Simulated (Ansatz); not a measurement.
`C/C(F)=C(/O)F` + H₂ → `C/C=C(\O)F` + H–F at 500 K and 1 bar (hydrogenolysis of a C–F bond).

Gas-phase electronic energies from Ansatz, PBE0-D4/def2-TZVP geometries. CBS: MP2 limit from def2 TZ/QZ plus the TZ coupled-cluster correction, frozen cores. This one scheme is used for every species. Double bonds are as drawn, so ΔE can hold a change between cis and trans. One conformer a species, not always the lowest.

```csv
species,CCSD(T)/CBS energy (Eh),H − E (kJ/mol),S (J/(mol·K))
`C/C(F)=C(/O)F`,-391.27964,225.7,390.9
H₂,-1.17544,41.0,145.5
`C/C=C(\O)F`,-292.10551,242.2,371.8
H–F,-100.39570,39.4,188.7
```

H − E and S are ideal-gas, rigid-rotor, harmonic terms from PBE0-D4/def2-TZVP, for one conformer and one mirror image of each species. For small species the MP2-based limit differs from directly extrapolated CCSD(T) by up to some mEh (0.8 for H₂); such offsets cancel only in part. 1 Eh = 2625.50 kJ/mol, R = 8.31446 J/(mol·K).

By hand: ΔE, ΔH, ΔS and ΔG.

ΔE = (-292.10551) + (-100.39570) − (-391.27964) − (-1.17544) = -0.04613 Eh = -121.1 kJ/mol. Δ(H − E) = 242.2 + 39.4 − 225.7 − 41.0 = 14.9, so ΔH = -106.2 kJ/mol. ΔS = 371.8 + 188.7 − 390.9 − 145.5 = 24.1 J/(mol·K). ΔG = -106.2 − 500 × (24.1)/1000 = -118.2 kJ/mol.

By hand: the equilibrium constant, and the temperature at which ΔG would vanish if ΔH and ΔS stayed fixed.

log₁₀ K = −ΔG/(RT ln 10) = 12.3. ΔH and −TΔS have one sign here, so there is no such temperature.

ΔH outweighs TΔS. A doubt of 5 kJ/mol in ΔE shifts log₁₀ K by 0.5 here. Other conformers and mirror images would add mixing entropy, several J/(mol·K) or more a flexible species. These are equilibria of isolated gas molecules and say nothing of rates. Largest T1 diagnostic: 0.012 (customary marks: 0.02 for closed shells, 0.045 for open ones).
